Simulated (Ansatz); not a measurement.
Predict the output of the script below (Ansatz 0.2.0 through its Python package).

Script `states_ch4fsi.py`:
```python
# -*- coding: utf-8 -*-
"""Does a wider search find a lower mean-field state of CH4FSi?"""

import ansatz
import numpy as np

molecule = (
    ansatz.Crystal.molecule()
    .atom("C", (-0.8337, 0.2401, -0.5844))
    .atom("Si", (0.5628, -0.157, 0.3821))
    .atom("F", (0.5707, -1.7494, 0.4931))
    .atom("H", (-1.4469, -0.4926, -0.9702))
    .atom("H", (-1.093, 1.3164, -0.8186))
    .atom("H", (0.4722, 0.4572, 1.7356))
    .atom("H", (1.8291, 0.3173, -0.2833))
)
symbols = [site.symbol for site in molecule.cartesian_sites]

start = np.array([site.position_ang for site in molecule.cartesian_sites])
for factor in [1.0, 1.3]:
    xyz = (start - start.mean(axis=0)) * factor
    scaled = ansatz.Crystal.molecule()
    for symbol, place in zip(symbols, xyz):
        scaled = scaled.atom(symbol, place.tolist())
    calc = (
        scaled.calculation()
        .basis(gaussian="def2-SVP")
        .functional("pbe")
        .spin("collinear", total=1)
    )
    for search in ("off", "standard"):
        try:
            rep = calc.scf(lower_state_search=search).run(threads=1, backend="cpu").report
        except ansatz.AnsatzError as error:
            print(f"x{factor} search {search}: {type(error).__name__}")
            continue
        state = rep["mean_field"]["state"]
        print(f"all distances x{factor}, search {search:8s} E = {rep['free_energy_ev']:.5f} eV  <S^2> = {abs(state['spin_squared']):.3f}  other states met: {len(rep['mean_field']['others'])}")
```

```console
$ python states_ch4fsi.py
all distances x1.0, search off      E = -11682.27867 eV  <S^2> = 0.753  other states met: 0
all distances x1.0, search standard E = -11682.27867 eV  <S^2> = 0.753  other states met: 0
all distances x1.3, search off      E = -11676.35766 eV  <S^2> = 0.759  other states met: 0
all distances x1.3, search standard E = -11676.35766 eV  <S^2> = 0.759  other states met: 0
```

What to keep in mind:
- Total energies depend on the basis set; only differences at equal settings carry meaning.
- The count of other states can hold repeated and symmetry-equivalent ends of the search; scaling all distances is a test, and for more than two atoms no physical path.
- The structure is a rough, unrelaxed start.
- The species is open-shell (spin multiplicity 2).
- The whole script took 6.2 s on 1 thread of Arm Neoverse V2 (shared host), peak memory 0.18 GiB.

(A comment or docstring line of the script was reworded after the run, the code is as it ran; lines on the test bed's own set-up are left out of the output.)
